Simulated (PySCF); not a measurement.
# BH6NO: the cost of one run

Programs: PySCF 2.14.0, with density-fitted response routines of our own. Each step states its level of theory. These are calculated values for one molecule in the gas phase, unless marked as measured. Atoms are numbered from 0 throughout.

## 1. The molecule as given

9 atoms, charge 0, multiplicity 1; geometry from: PBE0-D3(BJ)/def2-SVP.

Bonds of the start (Å): N0–B1 1.69, B1–O2 1.43, N0–H3 1.02, N0–H4 1.02, N0–H5 1.02, B1–H6 1.23, B1–H7 1.23, O2–H8 0.96.

## 2. J couplings: B3LYP/def2-TZVP

Job settings and geometry (Å):

```
{"job": {"kind": "j", "xc": "B3LYP", "basis": "def2-TZVP"}, "charge": 0, "multiplicity": 1}
N     -0.969508     0.031546     0.283615
B      0.619690    -0.375368    -0.111248
O      1.060261     0.626405    -1.025290
H     -1.030197     0.923766     0.776108
H     -1.504869     0.117692    -0.581524
H     -1.402447    -0.689708     0.861104
H      1.178745    -0.413227     0.988911
H      0.454796    -1.479677    -0.629122
H      1.652421     1.245369    -0.595656
```

With the program's defaults for keys left out, this is: B3LYP/def2-TZVP indirect spin-spin coupling, non-relativistic, gas phase.

On the command line:

```bash
OMP_NUM_THREADS=1 python probes_run.py task.json out
```

One launch serves the whole session: the jobs run in the order shown.

**Question.** How long does this first job take on 1 thread of Arm Neoverse N1, shared host, and how much memory does it need?

About 14 s, with a peak of 0.52 GiB.
